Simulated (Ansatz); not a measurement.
# How fast does Si move in Si?

All numbers below come from Ansatz 0.2.0, DFT LDA, scalar-relativistic, plane waves, PAW. (420 eV cutoff, 3×3×3 k-mesh, Gaussian smearing of 0.02 eV, no spin polarisation)

Host crystal, relaxed:

```xyz
2
Lattice="0.0000 2.7010 2.7010 2.7010 0.0000 2.7010 2.7010 2.7010 0.0000" Properties=species:S:1:pos:R:3 pbc="T T T"
Si    4.0515    4.0515    4.0515
Si    2.7010    2.7010    2.7010
```

In a supercell of 16 host sites with charge -2, Si trades places with a neighbouring Si vacancy, moving 1.81 Å. Climbing-image nudged elastic band at fixed cell; the order of the saddle wasn't checked, and the small cell leaves errors of about a tenth of an eV.

```
image path (Å) E − E(0) (eV)
    0      0.00          0.000
    1      0.47          0.105
    2      0.95          0.240
    3      1.42          0.105
    4      1.89          0.000
```

Task: What are the barriers forward and back, and what attempt frequency does the shape suggest?

Result: Forward 0.24 eV, back 0.24 eV, the ends being level. For a sinusoidal profile E_b sin²(πx/l), with the Si atom alone moving, ν = (1/l)√(E_b/2m) = 3.5×10¹² s⁻¹, within an order of magnitude of the customary 10¹³ s⁻¹; a true prefactor needs the vibrations at the minimum and at the saddle.

Task: With ν = 10¹³ s⁻¹, how often does the exchange happen at 300, 600 and 1000 K once atom and vacancy are neighbours, taking the host as solid throughout? Does that give the diffusivity?

Result: k = ν exp(−E_b/k_BT):
| T (K) | k (1/s) | wait (s) |
| --- | --- | --- |
| 300 | 9.5×10⁸ | 1.1×10⁻⁹ |
| 600 | 9.7×10¹⁰ | 1.0×10⁻¹¹ |
| 1000 | 6.2×10¹¹ | 1.6×10⁻¹² |

No. The atom can jump only when a vacancy is beside it, so where vacancies are thermal the activation energy of diffusion adds the vacancy's formation energy; where doping, quenching or off-stoichiometry fixes their number, it doesn't. And repeated exchanges only swap the two back and forth: Si gets on when the vacancy moves round it by other jumps, which the correlation factor counts. An error of 0.1 eV in the barrier changes k by a factor of 48 at 300 K and 3.2 at 1000 K.

The relaxation kept the symmetry at the defect while a level is partly filled, so a distortion that splits the level (Jahn–Teller) was held off and may lie lower. The cell is also small for a charged defect.

Cost: 1 run of about 3.8 core-minutes, on Arm Neoverse V1 (shared hosts).